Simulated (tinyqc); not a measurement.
Inside a calculation (part 1 of 2). Method: CCSD on RHF in the sto-3g basis, frozen core, for H3O+, spin multiplicity 1. Computed by tinyqc, a small Python program that keeps every step (integrals from PySCF). Settings: charge = 1, multiplicity = 1, basis = sto-3g, method = RHF, frozen orbitals = 1, energy threshold = 1e-10, iteration cap = 79, orthogonalisation = canonical, start = core, DIIS depth = 6, amplitude equations = CCSD, DIIS depth for amplitudes = 6, cap on updates = 76. Command: `OMP_NUM_THREADS=1 python tinyqc.py 26216 26217 out.jsonl` (the two numbers bound the seeds that draw the settings). One thread of a shared host (Intel(R) Xeon(R) Processor @ 2.60GHz), about 0.3 s of CPU time with the checks. The early iterations of the SCF are left out here.

## One-electron integrals

Geometry (angstrom):
```
atom,x,y,z
O,0.000000,0.000000,0.306000
H,0.944000,0.000000,0.000000
H,-0.472000,0.817000,0.000000
H,-0.472000,-0.817000,0.000000
```

Basis sto-3g: exponents (1/bohr^2) and contraction coefficients of normalised primitives:
```
element,l (shell),exponent,coefficient
O,s (1),130.709320,0.154329
O,s (1),23.808861,0.535328
O,s (1),6.443608,0.444635
O,s (2),5.033151,-0.099967
O,s (2),1.169596,0.399513
O,s (2),0.380389,0.700115
O,p (3),5.033151,0.155916
O,p (3),1.169596,0.607684
O,p (3),0.380389,0.391957
H,s (1),3.425251,0.154329
H,s (1),0.623914,0.535328
H,s (1),0.168855,0.444635
```

Overlap, kinetic and nuclear-attraction integrals over the contracted functions; the nuclear repulsion is the sum of Za Zb / Rab.

nuclear repulsion = 13.77306015 hartree

overlap S, lower triangle:
```
,1O 1s,1O 2s,1O 2px,1O 2py,1O 2pz,2H 1s,3H 1s,4H 1s
1O 1s,1.000000
1O 2s,0.236704,1.000000
1O 2px,0.000000,0.000000,1.000000
1O 2py,0.000000,0.000000,0.000000,1.000000
1O 2pz,0.000000,0.000000,0.000000,0.000000,1.000000
2H 1s,0.049648,0.452022,0.362411,0.000000,-0.117476,1.000000
3H 1s,0.049699,0.452300,-0.181360,0.313922,-0.117576,0.210941,1.000000
4H 1s,0.049699,0.452300,-0.181360,-0.313922,-0.117576,0.210941,0.211190,1.000000
```

kinetic energy T (hartree), lower triangle:
```
,1O 1s,1O 2s,1O 2px,1O 2py,1O 2pz,2H 1s,3H 1s,4H 1s
1O 1s,29.003200
1O 2s,-0.168011,0.808128
1O 2px,0.000000,0.000000,2.528731
1O 2py,0.000000,0.000000,0.000000,2.528731
1O 2pz,0.000000,0.000000,0.000000,0.000000,2.528731
2H 1s,-0.004712,0.112378,0.245357,0.000000,-0.079533,0.760032
3H 1s,-0.004688,0.112571,-0.122883,0.212703,-0.079666,0.000461,0.760032
4H 1s,-0.004688,0.112571,-0.122883,-0.212703,-0.079666,0.000461,0.000503,0.760032
```

nuclear attraction V (hartree), lower triangle:
```
,1O 1s,1O 2s,1O 2px,1O 2py,1O 2pz,2H 1s,3H 1s,4H 1s
1O 1s,-62.218681
1O 2s,-7.561859,-10.635168
1O 2px,0.000018,0.000193,-10.602644
1O 2py,0.000000,0.000000,0.000000,-10.602639
1O 2pz,0.013373,0.159183,-0.000064,0.000000,-10.479105
2H 1s,-1.628834,-3.823628,-2.726870,0.000000,0.930790,-6.003485
3H 1s,-1.630550,-3.826534,1.364917,-2.362464,0.931740,-1.414215,-6.005219
4H 1s,-1.630550,-3.826534,1.364917,2.362464,0.931740,-1.414215,-1.415934,-6.005219
```

core Hamiltonian H = T + V (hartree), lower triangle:
```
,1O 1s,1O 2s,1O 2px,1O 2py,1O 2pz,2H 1s,3H 1s,4H 1s
1O 1s,-33.215482
1O 2s,-7.729870,-9.827040
1O 2px,0.000018,0.000193,-8.073913
1O 2py,0.000000,0.000000,0.000000,-8.073908
1O 2pz,0.013373,0.159183,-0.000064,0.000000,-7.950373
2H 1s,-1.633546,-3.711251,-2.481513,0.000000,0.851257,-5.243453
3H 1s,-1.635237,-3.713963,1.242033,-2.149761,0.852074,-1.413755,-5.245187
4H 1s,-1.635237,-3.713963,1.242033,2.149761,0.852074,-1.413755,-1.415431,-5.245187
```

## Two-electron integrals

Functions are numbered as in S; the eight-fold symmetry (ij|kl) = (ji|kl) = (kl|ij) leaves the list below.

Two-electron integrals (ij|kl) in chemists' order, unique and non-zero (hartree):
```
i,j,k,l,(ij|kl)
1,1,1,1,4.785065
2,1,1,1,0.741380
2,1,2,1,0.136873
2,2,1,1,1.118947
2,2,2,1,0.256633
2,2,2,2,0.817206
3,1,3,1,0.024477
3,2,3,1,0.037809
3,2,3,2,0.180518
3,3,1,1,1.115814
3,3,2,1,0.256684
3,3,2,2,0.817023
3,3,3,3,0.880159
4,1,4,1,0.024477
4,2,4,1,0.037809
4,2,4,2,0.180518
4,3,4,3,0.047444
4,4,1,1,1.115814
4,4,2,1,0.256684
4,4,2,2,0.817023
4,4,3,3,0.785270
4,4,4,4,0.880159
5,1,5,1,0.024477
5,2,5,1,0.037809
5,2,5,2,0.180518
5,3,5,3,0.047444
5,4,5,4,0.047444
5,5,1,1,1.115814
5,5,2,1,0.256684
5,5,2,2,0.817023
5,5,3,3,0.785270
5,5,4,4,0.785270
5,5,5,5,0.880159
6,1,1,1,0.157852
6,1,2,1,0.028893
6,1,2,2,0.053811
6,1,3,1,0.001268
6,1,3,2,0.002371
6,1,3,3,0.053995
6,1,4,4,0.053708
6,1,5,1,-0.000411
6,1,5,2,-0.000769
6,1,5,3,-0.000093
6,1,5,5,0.053738
6,1,6,1,0.006178
6,2,1,1,0.379738
6,2,2,1,0.088166
6,2,2,2,0.310340
6,2,3,1,0.006290
6,2,3,2,0.047825
6,2,3,3,0.319054
6,2,4,4,0.305104
6,2,5,1,-0.002039
6,2,5,2,-0.015503
6,2,5,3,-0.004522
6,2,5,5,0.306570
6,2,6,1,0.018967
6,2,6,2,0.145283
6,3,1,1,0.258395
6,3,2,1,0.060776
6,3,2,2,0.228450
6,3,3,1,0.013081
6,3,3,2,0.087204
6,3,3,3,0.247935
6,3,4,4,0.218058
6,3,5,1,-0.001233
6,3,5,2,-0.010823
6,3,5,3,-0.006454
6,3,5,5,0.219103
6,3,6,1,0.013659
6,3,6,2,0.129903
6,3,6,3,0.135656
6,4,4,1,0.009277
6,4,4,2,0.053816
6,4,4,3,0.009965
6,4,5,4,-0.003230
6,4,6,4,0.020831
6,5,1,1,-0.083759
6,5,2,1,-0.019701
6,5,2,2,-0.074053
6,5,3,1,-0.001233
6,5,3,2,-0.010823
6,5,3,3,-0.073908
6,5,4,4,-0.070684
6,5,5,1,0.009677
6,5,5,2,0.057324
6,5,5,3,0.011010
6,5,5,5,-0.077483
6,5,6,1,-0.004428
6,5,6,2,-0.042108
6,5,6,3,-0.037221
6,5,6,5,0.032896
6,6,1,1,0.515733
6,6,2,1,0.121690
6,6,2,2,0.490792
6,6,3,1,0.011360
6,6,3,2,0.118638
6,6,3,3,0.524376
6,6,4,4,0.470886
6,6,5,1,-0.003683
6,6,5,2,-0.038457
6,6,5,3,-0.017339
6,6,5,5,0.476506
6,6,6,1,0.026420
6,6,6,2,0.287731
6,6,6,3,0.293766
6,6,6,5,-0.095225
6,6,6,6,0.774606
7,1,1,1,0.158018
7,1,2,1,0.028923
7,1,2,2,0.053867
7,1,3,1,-0.000635
7,1,3,2,-0.001187
7,1,3,3,0.053836
7,1,4,1,0.001099
7,1,4,2,0.002055
7,1,4,3,-0.000124
7,1,4,4,0.053979
7,1,5,1,-0.000412
7,1,5,2,-0.000770
7,1,5,3,0.000047
7,1,5,4,-0.000081
7,1,5,5,0.053794
7,1,6,1,0.006080
7,1,6,2,0.018339
7,1,6,3,0.012352
7,1,6,4,0.000500
7,1,6,5,-0.004285
7,1,6,6,0.025233
7,1,7,1,0.006191
7,2,1,1,0.380027
7,2,2,1,0.088233
7,2,2,2,0.310562
7,2,3,1,-0.003148
7,2,3,2,-0.023938
7,2,3,3,0.308815
7,2,4,1,0.005450
7,2,4,2,0.041434
7,2,4,3,-0.006045
7,2,4,4,0.315786
7,2,5,1,-0.002041
7,2,5,2,-0.015519
7,2,5,3,0.002264
7,2,5,4,-0.003919
7,2,5,5,0.306791
7,2,6,1,0.018334
7,2,6,2,0.116482
7,2,6,3,0.079266
7,2,6,4,0.012617
7,2,6,5,-0.032783
7,2,6,6,0.187988
7,2,7,1,0.019001
7,2,7,2,0.145475
7,3,1,1,-0.129330
7,3,2,1,-0.030419
7,3,2,2,-0.114337
7,3,3,1,0.010238
7,3,3,2,0.062218
7,3,3,3,-0.120358
7,3,4,1,-0.001649
7,3,4,2,-0.014468
7,3,4,3,0.010790
7,3,4,4,-0.112868
7,3,5,1,0.000617
7,3,5,2,0.005419
7,3,5,3,-0.004041
7,3,5,4,0.001398
7,3,5,5,-0.109659
7,3,6,1,-0.005743
7,3,6,2,-0.028714
7,3,6,3,-0.003917
7,3,6,4,-0.002432
7,3,6,5,0.007855
7,3,6,6,-0.032991
7,3,7,1,-0.006844
7,3,7,2,-0.065054
7,3,7,3,0.049621
7,4,1,1,0.223861
7,4,2,1,0.052653
7,4,2,2,0.197910
7,4,3,1,-0.001649
7,4,3,2,-0.014468
7,4,3,3,0.191063
7,4,4,1,0.012139
7,4,4,2,0.078902
7,4,4,3,-0.008720
7,4,4,4,0.212634
7,4,5,1,-0.001069
7,4,5,2,-0.009379
7,4,5,3,0.001398
7,4,5,4,-0.005653
7,4,5,5,0.189813
7,4,6,1,0.010940
7,4,6,2,0.074931
7,4,6,3,0.050473
7,4,6,4,0.023832
7,4,6,5,-0.020705
7,4,6,6,0.122025
7,4,7,1,0.011846
7,4,7,2,0.112605
7,4,7,3,-0.049781
7,4,7,4,0.107029
7,5,1,1,-0.083845
7,5,2,1,-0.019721
7,5,2,2,-0.074125
7,5,3,1,0.000617
7,5,3,2,0.005419
7,5,3,3,-0.071561
7,5,4,1,-0.001069
7,5,4,2,-0.009379
7,5,4,3,0.001398
7,5,4,4,-0.073173
7,5,5,1,0.009685
7,5,5,2,0.057373
7,5,5,3,-0.005512
7,5,5,4,0.009540
7,5,5,5,-0.077560
7,5,6,1,-0.004284
7,5,6,2,-0.032789
7,5,6,3,-0.021868
7,5,6,4,-0.003556
7,5,6,5,0.025186
7,5,6,6,-0.057861
7,5,7,1,-0.004437
7,5,7,2,-0.042175
7,5,7,3,0.018645
7,5,7,4,-0.032273
7,5,7,5,0.032949
7,6,1,1,0.134096
7,6,2,1,0.031390
7,6,2,2,0.119014
7,6,3,1,0.000898
7,6,3,2,0.007977
7,6,3,3,0.119266
7,6,4,1,0.001555
7,6,4,2,0.013812
7,6,4,3,0.000402
7,6,4,4,0.119728
7,6,5,1,-0.001165
7,6,5,2,-0.010345
7,6,5,3,-0.001141
7,6,5,4,-0.001976
7,6,5,5,0.117922
7,6,6,1,0.006670
7,6,6,2,0.054220
7,6,6,3,0.045088
7,6,6,4,0.005438
7,6,6,5,-0.017670
7,6,6,6,0.108913
7,6,7,1,0.006677
7,6,7,2,0.054252
7,6,7,3,-0.017848
7,6,7,4,0.041775
7,6,7,5,-0.017684
7,6,7,6,0.024538
7,7,1,1,0.515929
7,7,2,1,0.121735
7,7,2,2,0.490944
7,7,3,1,-0.005686
7,7,3,2,-0.059368
7,7,3,3,0.484420
7,7,4,1,0.009842
7,7,4,2,0.102761
7,7,4,3,-0.023176
7,7,4,4,0.511147
7,7,5,1,-0.003686
7,7,5,2,-0.038488
7,7,5,3,0.008680
7,7,5,4,-0.015025
7,7,5,5,0.476658
7,7,6,1,0.025216
7,7,6,2,0.187910
7,7,6,3,0.122145
7,7,6,4,0.032459
7,7,6,5,-0.057830
7,7,6,6,0.319648
7,7,7,1,0.026458
7,7,7,2,0.287957
7,7,7,3,-0.147038
7,7,7,4,0.254513
7,7,7,5,-0.095326
7,7,7,6,0.108913
7,7,7,7,0.774606
8,1,1,1,0.158018
8,1,2,1,0.028923
8,1,2,2,0.053867
8,1,3,1,-0.000635
8,1,3,2,-0.001187
8,1,3,3,0.053836
8,1,4,1,-0.001099
8,1,4,2,-0.002055
8,1,4,3,0.000124
8,1,4,4,0.053979
8,1,5,1,-0.000412
8,1,5,2,-0.000770
8,1,5,3,0.000047
8,1,5,4,0.000081
8,1,5,5,0.053794
8,1,6,1,0.006080
8,1,6,2,0.018339
8,1,6,3,0.012352
8,1,6,4,-0.000500
8,1,6,5,-0.004285
8,1,6,6,0.025233
8,1,7,1,0.006087
8,1,7,2,0.018353
8,1,7,3,-0.006616
8,1,7,4,0.010451
8,1,7,5,-0.004289
8,1,7,6,0.006495
8,1,7,7,0.025243
8,1,8,1,0.006191
8,2,1,1,0.380027
8,2,2,1,0.088233
8,2,2,2,0.310562
8,2,3,1,-0.003148
8,2,3,2,-0.023938
8,2,3,3,0.308815
8,2,4,1,-0.005450
8,2,4,2,-0.041434
8,2,4,3,0.006045
8,2,4,4,0.315786
8,2,5,1,-0.002041
8,2,5,2,-0.015519
8,2,5,3,0.002264
8,2,5,4,0.003919
8,2,5,5,0.306791
8,2,6,1,0.018334
8,2,6,2,0.116482
8,2,6,3,0.079266
8,2,6,4,-0.012617
8,2,6,5,-0.032783
8,2,6,6,0.187988
8,2,7,1,0.018353
8,2,7,2,0.116575
8,2,7,3,-0.050619
8,2,7,4,0.062360
8,2,7,5,-0.032817
8,2,7,6,0.044515
8,2,7,7,0.188067
8,2,8,1,0.019001
8,2,8,2,0.145475
8,3,1,1,-0.129330
8,3,2,1,-0.030419
8,3,2,2,-0.114337
8,3,3,1,0.010238
8,3,3,2,0.062218
8,3,3,3,-0.120358
8,3,4,1,0.001649
8,3,4,2,0.014468
8,3,4,3,-0.010790
8,3,4,4,-0.112868
8,3,5,1,0.000617
8,3,5,2,0.005419
8,3,5,3,-0.004041
8,3,5,4,-0.001398
8,3,5,5,-0.109659
8,3,6,1,-0.005743
8,3,6,2,-0.028714
8,3,6,3,-0.003917
8,3,6,4,0.002432
8,3,6,5,0.007855
8,3,6,6,-0.032991
8,3,7,1,-0.006616
8,3,7,2,-0.050619
8,3,7,3,0.037756
8,3,7,4,-0.026480
8,3,7,5,0.014031
8,3,7,6,-0.014335
8,3,7,7,-0.089296
8,3,8,1,-0.006844
8,3,8,2,-0.065054
8,3,8,3,0.049621
8,4,1,1,-0.223861
8,4,2,1,-0.052653
8,4,2,2,-0.197910
8,4,3,1,0.001649
8,4,3,2,0.014468
8,4,3,3,-0.191063
8,4,4,1,0.012139
8,4,4,2,0.078902
8,4,4,3,-0.008720
8,4,4,4,-0.212634
8,4,5,1,0.001069
8,4,5,2,0.009379
8,4,5,3,-0.001398
8,4,5,4,-0.005653
8,4,5,5,-0.189813
8,4,6,1,-0.010940
8,4,6,2,-0.074931
8,4,6,3,-0.050473
8,4,6,4,0.023832
8,4,6,5,0.020705
8,4,6,6,-0.122025
8,4,7,1,-0.010451
8,4,7,2,-0.062360
8,4,7,3,0.026480
8,4,7,4,-0.017767
8,4,7,5,0.017167
8,4,7,6,-0.024811
8,4,7,7,-0.089580
8,4,8,1,-0.011846
8,4,8,2,-0.112605
8,4,8,3,0.049781
8,4,8,4,0.107029
8,5,1,1,-0.083845
8,5,2,1,-0.019721
8,5,2,2,-0.074125
8,5,3,1,0.000617
8,5,3,2,0.005419
8,5,3,3,-0.071561
8,5,4,1,0.001069
8,5,4,2,0.009379
8,5,4,3,-0.001398
8,5,4,4,-0.073173
8,5,5,1,0.009685
8,5,5,2,0.057373
8,5,5,3,-0.005512
8,5,5,4,-0.009540
8,5,5,5,-0.077560
8,5,6,1,-0.004284
8,5,6,2,-0.032789
8,5,6,3,-0.021868
8,5,6,4,0.003556
8,5,6,5,0.025186
8,5,6,6,-0.057861
8,5,7,1,-0.004289
8,5,7,2,-0.032817
8,5,7,3,0.014031
8,5,7,4,-0.017167
8,5,7,5,0.025210
8,5,7,6,-0.014067
8,5,7,7,-0.057891
8,5,8,1,-0.004437
8,5,8,2,-0.042175
8,5,8,3,0.018645
8,5,8,4,0.032273
8,5,8,5,0.032949
8,6,1,1,0.134096
8,6,2,1,0.031390
8,6,2,2,0.119014
8,6,3,1,0.000898
8,6,3,2,0.007977
8,6,3,3,0.119266
8,6,4,1,-0.001555
8,6,4,2,-0.013812
8,6,4,3,-0.000402
8,6,4,4,0.119728
8,6,5,1,-0.001165
8,6,5,2,-0.010345
8,6,5,3,-0.001141
8,6,5,4,0.001976
8,6,5,5,0.117922
8,6,6,1,0.006670
8,6,6,2,0.054220
8,6,6,3,0.045088
8,6,6,4,-0.005438
8,6,6,5,-0.017670
8,6,6,6,0.108913
8,6,7,1,0.006495
8,6,7,2,0.044515
8,6,7,3,-0.014335
8,6,7,4,0.024811
8,6,7,5,-0.014067
8,6,7,6,0.020344
8,6,7,7,0.073736
8,6,8,1,0.006677
8,6,8,2,0.054252
8,6,8,3,-0.017848
8,6,8,4,-0.041775
8,6,8,5,-0.017684
8,6,8,6,0.024538
8,7,1,1,0.134255
8,7,2,1,0.031427
8,7,2,2,0.119156
8,7,3,1,-0.001799
8,7,3,2,-0.015979
8,7,3,3,0.120106
8,7,4,4,0.119173
8,7,5,1,-0.001166
8,7,5,2,-0.010359
8,7,5,3,0.002287
8,7,5,5,0.118062
8,7,6,1,0.006496
8,7,6,2,0.044533
8,7,6,3,0.028672
8,7,6,5,-0.014070
8,7,6,6,0.073797
8,7,7,1,0.006685
8,7,7,2,0.054322
8,7,7,3,-0.027314
8,7,7,4,0.036380
8,7,7,5,-0.017708
8,7,7,6,0.020366
8,7,7,7,0.109065
8,7,8,1,0.006685
8,7,8,2,0.054322
8,7,8,3,-0.027314
8,7,8,4,-0.036380
8,7,8,5,-0.017708
8,7,8,6,0.020366
8,7,8,7,0.024599
8,8,1,1,0.515929
8,8,2,1,0.121735
8,8,2,2,0.490944
8,8,3,1,-0.005686
8,8,3,2,-0.059368
8,8,3,3,0.484420
8,8,4,1,-0.009842
8,8,4,2,-0.102761
8,8,4,3,0.023176
8,8,4,4,0.511147
8,8,5,1,-0.003686
8,8,5,2,-0.038488
8,8,5,3,0.008680
8,8,5,4,0.015025
8,8,5,5,0.476658
8,8,6,1,0.025216
8,8,6,2,0.187910
8,8,6,3,0.122145
8,8,6,4,-0.032459
8,8,6,5,-0.057830
8,8,6,6,0.319648
8,8,7,1,0.025243
8,8,7,2,0.188067
8,8,7,3,-0.089296
8,8,7,4,0.089580
8,8,7,5,-0.057891
8,8,7,6,0.073736
8,8,7,7,0.319792
8,8,8,1,0.026458
8,8,8,2,0.287957
8,8,8,3,-0.147038
8,8,8,4,-0.254513
8,8,8,5,-0.095326
8,8,8,6,0.108913
8,8,8,7,0.109065
8,8,8,8,0.774606
```

## Orthogonalisation

S = U s U^T; canonical form X = U s^(-1/2), so that X^T S X = 1. Each column of U has its largest component positive (the first on a tie).

eigenvalues of S: 0.348032  0.438068  0.438238  0.935536  1.050802  1.350742  1.350904  2.087678

X:
```
,1,2,3,4,5,6,7,8
1O 1s,-0.343721,0.000000,0.000664,0.742093,0.622760,0.000000,0.000123,0.131584
1O 2s,1.303390,0.000000,-0.001918,-0.124289,0.197424,0.000000,0.000202,0.411403
1O 2px,-0.001793,0.000000,-0.936661,0.000044,-0.000061,0.000000,0.675007,-0.000163
1O 2py,0.000000,0.936624,0.000000,0.000000,0.000000,0.675146,0.000000,0.000000
1O 2pz,-0.306355,0.000000,0.000378,-0.675976,0.702910,0.000000,0.000003,-0.099493
2H 1s,-0.564583,0.000000,0.968529,-0.123650,-0.101329,0.000000,0.435712,0.306733
3H 1s,-0.567326,-0.838298,-0.482949,-0.123537,-0.101235,0.377168,-0.217676,0.306961
4H 1s,-0.567326,0.838298,-0.482949,-0.123537,-0.101235,-0.377168,-0.217676,0.306961
```

## Iteration 8 (converged): orbitals

converged F (hartree), lower triangle:
```
,1O 1s,1O 2s,1O 2px,1O 2py,1O 2pz,2H 1s,3H 1s,4H 1s
1O 1s,-20.852009
1O 2s,-5.306745,-2.983714
1O 2px,0.000014,0.000163,-0.897623
1O 2py,0.000000,0.000000,0.000000,-0.897669
1O 2pz,0.019756,0.108376,-0.000060,0.000000,-0.907990
2H 1s,-1.129443,-1.180729,-0.623466,0.000000,0.244109,-0.873773
3H 1s,-1.130605,-1.181567,0.312015,-0.540042,0.244291,-0.410491,-0.874394
4H 1s,-1.130605,-1.181567,0.312015,0.540042,0.244291,-0.410491,-0.410975,-0.874394
```

Diagonalise F' = X^T F X, C = X C', fill 5 alpha and 5 beta electrons from the bottom; D = 2 C_occ C_occ^T. Each column has its largest component positive (the first on a tie).

F' = X^T F X (hartree), lower triangle:
```
,1,2,3,4,5,6,7,8
1,-0.410350
2,0.000000,0.257276
3,0.001608,0.000000,0.257042
4,1.718001,0.000000,-0.004193,-10.409176
5,1.409380,0.000000,-0.003594,-9.040240,-9.496599
6,0.000000,-0.044858,0.000000,0.000000,0.000000,-1.091098
7,0.000251,0.000000,0.045029,-0.002329,-0.002235,0.000000,-1.091063
8,0.003160,0.000000,-0.000555,-3.861817,-3.701614,0.000000,-0.000922,-3.151434
```

orbital energies (hartree): MO1 -20.860832, MO2 -1.782334, MO3 -1.092589, MO4 -1.092565, MO5 -0.914366, MO6 0.089968, MO7 0.258549, MO8 0.258767

coefficients C:
```
,MO1,MO2,MO3,MO4,MO5,MO6,MO7,MO8
1O 1s,0.994025,-0.238985,0.000000,-0.000076,-0.061124,-0.158291,-0.000265,0.000000
1O 2s,0.027420,0.870260,0.000000,0.000390,0.301487,1.036100,0.001945,0.000000
1O 2px,-0.000004,-0.000163,0.000000,0.705866,-0.000209,0.001175,-0.913632,0.000000
1O 2py,0.000000,0.000000,0.705882,0.000000,0.000000,0.000000,0.000000,0.913684
1O 2pz,-0.002785,-0.114062,0.000000,0.000173,0.943790,-0.388614,-0.000716,0.000000
2H 1s,-0.004973,0.097213,0.000000,0.403080,-0.091453,-0.651523,0.980558,0.000000
3H 1s,-0.004978,0.097321,0.349118,-0.201543,-0.091324,-0.649457,-0.491902,-0.850362
4H 1s,-0.004978,0.097321,-0.349118,-0.201543,-0.091324,-0.649457,-0.491902,0.850362
```

D after iteration 8, lower triangle:
```
,1O 1s,1O 2s,1O 2px,1O 2py,1O 2pz,2H 1s,3H 1s,4H 1s
1O 1s,2.097872
1O 2s,-0.398302,1.697996
1O 2px,-0.000012,0.000140,0.996492
1O 2py,0.000000,0.000000,0.000000,0.996538
1O 2pz,-0.066396,0.370400,-0.000114,0.000000,1.807514
2H 1s,-0.045233,0.114099,0.569048,0.000000,-0.194634,0.360625
3H 1s,-0.045217,0.113893,-0.284518,0.492871,-0.194624,-0.126801,0.360678
4H 1s,-0.045217,0.113893,-0.284518,-0.492871,-0.194624,-0.126801,-0.126855,0.360678
```

Within a degenerate level the vectors are fixed only up to a rotation; this is one choice.

## Convergence

Stop when the energy changes by less than 1e-10 hartree and every element of the error matrix X^T (F D S - S D F) X is below 3e-06.

Course of the cycle:
```
iteration,E (hartree),change,largest element of the error matrix
1,-73.28917571,-,9.31e-01
2,-75.27633045,-1.99e+00,2.56e-01
3,-75.32926772,-5.29e-02,2.84e-02
4,-75.32991288,-6.45e-04,5.28e-03
5,-75.32993923,-2.63e-05,1.35e-03
6,-75.32994280,-3.57e-06,1.94e-04
7,-75.32994285,-4.83e-08,1.84e-06
8,-75.32994285,-2.87e-12,3.27e-08
```

PySCF RHF in the same basis = -75.32994285 hartree

Converged in 8 iterations.
